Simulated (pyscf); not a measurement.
Optimised with ωB97X-D3(BJ)/def2-SVP in PySCF.

Problem. Estimate the classical barrier height and the reaction energy of H₂Si=AsH + hydrogen (H₂) → H₃Si–AsH₂ at B3LYP-D3(BJ)/def2-TZVP. The step runs on the singlet surface, breaks H–H and forms As–H, H–Si; take the separated reactants as zero.

Solution. ΔE‡ = 28.2 kcal/mol, ΔE = -33.3 kcal/mol. ωB97M-D3(BJ)/def2-TZVP gives 27.5 kcal/mol and -36.1 kcal/mol. Zero-point energy shifts the barrier by +2.4 kcal/mol. It is an addition across a multiple bond or ene-type step, with an imaginary mode of 1348i cm⁻¹. At the saddle there is also a short H–Si contact that neither side keeps. This is the saddle that the search found; another between the same sides may lie lower. Elements up to Kr have no core potential and no relativistic terms here.
